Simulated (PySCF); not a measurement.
# CH3NSi: core ionisation energies

Silyl cyanide, CH₃NSi.
SMILES with atom numbers: `[N:1]#[C:2][SiH3:3]`

Computed, not measured: delta-SCF UKS SCAN, pcX-2 on the ionised atom, pcseg-1 elsewhere, spin-free X2C in PySCF 2.14.0. Vertical ΔSCF values, vacuum level as zero.

**Question.** List the computed XPS lines with their assignment.

**Answer.** 
| atom(s) | environment | level | binding energy (eV) | 2p1/2 (eV) | count |
| --- | --- | --- | --- | --- | --- |
| Si3 | SiH3 silicon | Si 1s | 1848.07 | – | 1 |
| N1 | cyano nitrogen | N 1s | 405.45 | – | 1 |
| C2 | cyano carbon | C 1s | 291.98 | – | 1 |
| Si3 | SiH3 silicon | Si 2p3/2 | 108.30 | 108.93 | 1 |

**Question.** Give the binding energy of N 1s of N1 in hartree and in kJ/mol.

**Answer.** 405.45 eV = 14.9000 Eh = 39120 kJ/mol.

**Question.** What is the longest wavelength that can ionise N 1s of N1 vertically?

**Answer.** λ = hc/E = 12398.42 eV Å / 405.45 eV = 30.579 Å.

Spin–orbit and ligand-field terms were added within each 2p shell after the spin-free SCF. 2p1/2 minus 2p3/2 (ligand field included): Si 0.62 eV. Geometry: GFN2-xTB; no solvent, vibrations or thermal averaging.

The run took 6.9 s wall on one thread, Arm Neoverse V2, no GPU, shared host.
